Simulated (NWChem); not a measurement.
System: difluoromethane (CH2F2); SMILES C(F)F

Results from NWChem. Structure relaxed at the PBE0-D3(BJ)/def2-TZVP level. Core excitations by TDA in a window of 1s orbitals, non-relativistic and unshifted: absolute energies depend strongly on the exact-exchange share.

What does the run give for C K edge, BHandHLYP/def2-TZVP? Quantities: first 1s excitation (eV); dipole oscillator strength of the first; first state with f > 0.002 (eV); dipole oscillator strength of that state.


* **first 1s excitation (eV)**: 289.3
* **dipole oscillator strength of the first**: 0.0734
* **first state with f > 0.002 (eV)**: 289.3
* **dipole oscillator strength of that state**: 0.0734
